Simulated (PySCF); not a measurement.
# Basis-set dependence of population analyses: HCN

Species: HCN.
Bonds: C1–N2 (triple). Hydrogens: H3 on C1.

PBE0 throughout (PySCF), one geometry, spherical d and f functions. Isolated species at its PBE0-D3(BJ)/def2-SVP geometry, gas phase.

Mulliken charges (e):

```csv
basis,functions,C1,N2,H3
STO-3G,11,+0.002,-0.161,+0.159
6-31G,20,-0.020,-0.270,+0.290
pcSseg-0,20,-0.035,-0.300,+0.334
6-31G*,30,+0.018,-0.296,+0.278
def2-SVP,33,-0.075,-0.042,+0.117
cc-pVDZ,33,-0.002,-0.113,+0.115
pcSseg-1,39,+0.048,-0.226,+0.178
aug-cc-pVDZ,55,+0.349,-0.387,+0.038
"6-311+G(2d,p)",60,+0.006,-0.209,+0.203
def2-TZVP,68,-0.177,-0.029,+0.206
cc-pVTZ,74,-0.085,-0.074,+0.159
IGLO-III,80,+0.084,-0.294,+0.210
pcSseg-3,177,+0.224,-0.309,+0.086
```

IAO charges (e):

| basis | functions | C1 | N2 | H3 |
| --- | --- | --- | --- | --- |
| STO-3G | 11 | -0.036 | -0.141 | +0.178 |
| 6-31G | 20 | -0.036 | -0.182 | +0.217 |
| pcSseg-0 | 20 | -0.022 | -0.185 | +0.207 |
| 6-31G* | 30 | -0.021 | -0.189 | +0.210 |
| def2-SVP | 33 | -0.026 | -0.179 | +0.205 |
| cc-pVDZ | 33 | -0.032 | -0.178 | +0.211 |
| pcSseg-1 | 39 | -0.024 | -0.188 | +0.212 |
| aug-cc-pVDZ | 55 | -0.024 | -0.191 | +0.215 |
| 6-311+G(2d,p) | 60 | -0.023 | -0.193 | +0.216 |
| def2-TZVP | 68 | -0.024 | -0.191 | +0.216 |
| cc-pVTZ | 74 | -0.026 | -0.189 | +0.216 |
| IGLO-III | 80 | -0.024 | -0.193 | +0.217 |
| pcSseg-3 | 177 | -0.024 | -0.193 | +0.216 |

**Question.** Which scheme is steadiest as the basis changes?

**Answer.** Largest range over the bases for any column: IAO 0.05 e, Mulliken 0.53 e. IAO charges move least and Mulliken charges most, counted in e. Without the minimal STO-3G basis the ranges are IAO 0.01, Mulliken 0.53 e.

**Question.** How much do the charges still move between the two largest bases, IGLO-III and pcSseg-3?

**Answer.** At most, over all atoms: Mulliken 0.140 e, IAO 0.000 e.

**Question.** What do the same runs give for the total energy, the frontier levels and the dipole moment?

**Answer.** 
```csv
basis,energy (Eh),HOMO (eV),LUMO (eV),μ (D)
STO-3G,-92.1058,-8.60,3.74,2.35
6-31G,-93.2757,-10.38,0.74,2.98
pcSseg-0,-93.0929,-10.67,0.60,3.12
6-31G*,-93.3052,-10.12,0.86,2.94
def2-SVP,-93.2368,-10.31,0.63,2.90
cc-pVDZ,-93.3157,-10.19,0.72,2.85
pcSseg-1,-93.3005,-10.39,0.43,3.05
aug-cc-pVDZ,-93.3212,-10.39,-0.01,3.05
"6-311+G(2d,p)",-93.3372,-10.41,0.02,3.08
def2-TZVP,-93.3452,-10.38,0.25,3.05
cc-pVTZ,-93.3421,-10.34,0.36,3.00
IGLO-III,-93.3465,-10.40,0.08,3.06
pcSseg-3,-93.3511,-10.40,0.00,3.06
```

The dipole is fixed by the density alone, so its range of 0.77 D shows that the density itself changes with the basis, not only its division among atoms.
